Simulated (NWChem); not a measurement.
System: CH3 cation

```xyz
4

C      0.0000     0.0000     0.0000
H      0.7807     0.7807     0.0000
H      0.2858    -1.0664     0.0000
H     -1.0664     0.2858     0.0000
```
Atoms are numbered in this order, from 1.

Structure relaxed at the PBE0/def2-SVP level.

 Unshifted, non-relativistic core excitations; the lowest 4 roots alone, so stronger bands may lie above.

**Question.** List the first C K-edge excitations from BHandHLYP/6-311G** (spherical d), restricted-window TDA (NWChem).

**Answer.** 
```
state  energy (eV)  dipole oscillator strength           leading excitation (squared amplitude)
-----  -----------  --------------------------  -----------------------------------------------
S1           279.3                      0.1058    1s of atom 1 or its equivalents → LUMO (0.96)
S2           291.4                      0.0000  1s of atom 1 or its equivalents → LUMO+1 (0.97)
S3           292.0                      0.0571  1s of atom 1 or its equivalents → LUMO+2 (0.92)
S4           292.0                      0.0571  1s of atom 1 or its equivalents → LUMO+3 (0.92)
```
